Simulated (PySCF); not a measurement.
# OH⁺ (triplet): spin, charge, geometry and surroundings

Aim: change spin, charge, geometry, field or solvent of OH⁺ (triplet), one at a time, and compare with the base run.

Program: PySCF 2.14.0. Level of theory: each script names its method and basis. These are calculated values, not measurements.

1 further run of the same task is left out (it didn't finish).

## 1. The starting structure

OH⁺ (triplet): 2 atoms, charge 1, spin multiplicity 3.

Bond lengths: H1–O2 0.969 Å.

## 2. The base run

Contents of input.py:

```python
from pyscf import gto, dft, tdscf

mol = gto.M(
    atom='H 0 0 0; O 0 0 0.969',
    basis='pcseg-1',
    charge=1,
    spin=2,
    verbose=4,
)
mf = dft.UKS(mol, xc='x3lyp')
mf.kernel()
td = tdscf.TDA(mf)
td.nstates = 4
td.kernel()
td.analyze()
mf.dip_moment()
print('orbital energies (hartree):', [e[max(0, n-3):n+3].round(4) for e, n in zip(mf.mo_energy, mol.nelec)])
```

Run with:

```
> OMP_NUM_THREADS=1 python input.py
```

Its log is not repeated here.

It gives: E(SCF) = -75.206612 Eh, 8 cycles, ⟨S²⟩ = 2.004, excitations 4.10, 4.10, 15.63, 15.63 eV.

The bond length is a typed value, not an optimised one. The dipole of an ion depends on the origin. The triplet is typed in the script; nothing here shows that it is the ground state.

## 3. Electric field -0.01 a.u.

Variant 1 changes electric field: none → -0.01 a.u.

Contents of input.py:

```python
from pyscf import gto, dft, tdscf

mol = gto.M(
    atom='H 0 0 0; O 0 0 0.969',
    basis='pcseg-1',
    charge=1,
    spin=2,
    verbose=4,
)
mf = dft.UKS(mol, xc='x3lyp')
field = -0.01  # electric field along z, atomic units
h = mf.get_hcore() + field*mol.intor('int1e_r')[2]
mf.get_hcore = lambda *args: h
e_nuc = mol.energy_nuc() - field*mol.atom_charges() @ mol.atom_coords()[:, 2]
mf.energy_nuc = lambda *args: e_nuc
mf.kernel()
td = tdscf.TDA(mf)
td.nstates = 4
td.kernel()
td.analyze()
mf.dip_moment()
print('orbital energies (hartree):', [e[max(0, n-3):n+3].round(4) for e, n in zip(mf.mo_energy, mol.nelec)])
```

Run with:

```
> OMP_NUM_THREADS=1 python input.py
```

## 4. PCM, ε = 78.36

Variant 2 changes solvent: none (gas phase) → PCM, ε = 78.36; step after the SCF: tda → analyze.

Contents of input.py:

```python
from pyscf import gto, dft, solvent

mol = gto.M(
    atom='H 0 0 0; O 0 0 0.969',
    basis='pcseg-1',
    charge=1,
    spin=2,
    verbose=4,
)
mf = dft.UKS(mol, xc='x3lyp')
mf = solvent.PCM(mf)
mf.with_solvent.eps = 78.36
mf.kernel()
mf.analyze()
print('orbital energies (hartree):', [e[max(0, n-3):n+3].round(4) for e, n in zip(mf.mo_energy, mol.nelec)])
```

## 5. Bond 1.037 Å

Variant 3 changes bond length: 0.969 Å → 1.037 Å.

Changes to input.py since step 2:

```diff
@@ -3,3 +3,3 @@
 mol = gto.M(
-    atom='H 0 0 0; O 0 0 0.969',
+    atom='H 0 0 0; O 0 0 1.037',
     basis='pcseg-1',
```

## 6. Bond 0.94 Å

Variant 4 changes bond length: 0.969 Å → 0.94 Å.

Changes to input.py since step 2:

```diff
@@ -3,3 +3,3 @@
 mol = gto.M(
-    atom='H 0 0 0; O 0 0 0.969',
+    atom='H 0 0 0; O 0 0 0.94',
     basis='pcseg-1',
```

## 7. PCM, ε = 2.27

Variant 5 changes solvent: none (gas phase) → PCM, ε = 2.27; step after the SCF: tda → analyze.

Contents of input.py:

```python
from pyscf import gto, dft, solvent

mol = gto.M(
    atom='H 0 0 0; O 0 0 0.969',
    basis='pcseg-1',
    charge=1,
    spin=2,
    verbose=4,
)
mf = dft.UKS(mol, xc='x3lyp')
mf = solvent.PCM(mf)
mf.with_solvent.eps = 2.27
mf.kernel()
mf.analyze()
print('orbital energies (hartree):', [e[max(0, n-3):n+3].round(4) for e, n in zip(mf.mo_energy, mol.nelec)])
```

## 8. Bond 2.907 Å

Variant 6 changes bond length: 0.969 Å → 2.907 Å.

Changes to input.py since step 2:

```diff
@@ -3,3 +3,3 @@
 mol = gto.M(
-    atom='H 0 0 0; O 0 0 0.969',
+    atom='H 0 0 0; O 0 0 2.907',
     basis='pcseg-1',
```

What does the calculation give? Wanted: for each run, E(SCF); from base; gap, α spin; after the SCF.

The runs gave:

```tsv
run	E(SCF) (hartree)	from base (eV)	cycles	gap, α spin (eV)	after the SCF
base	-75.206612	0	8	18.17	lowest root found 4.10 eV
electric field -0.01 a.u.	-75.197993	not comparable	8	18.63	lowest root found 4.11 eV
PCM, ε = 78.36	-75.353521	-3.9976	8	18.36	n/a
bond 1.037 Å	-75.210943	-0.1178	8	17.21	lowest root found 3.92 eV
bond 0.94 Å	-75.202209	+0.1198	8	18.56	lowest root found 4.18 eV
PCM, ε = 2.27	-75.289746	-2.2622	8	18.26	n/a
bond 2.907 Å	-75.085901	+3.2847	18	10.51	lowest root found 0.68 eV
```

**Reading.** The largest comparable shift of the SCF energy, -3.998 eV, comes with the run “PCM, ε = 78.36”. A continuum solvent with ε = 78.36 lowers the energy by 3.998 eV, a large gain because the system is charged. A continuum solvent with ε = 2.27 lowers the energy by 2.262 eV, a large gain because the system is charged. With bond 2.907 Å the frontier gap moves by over 1.5 eV, which can mean another electronic state rather than the bond length alone.
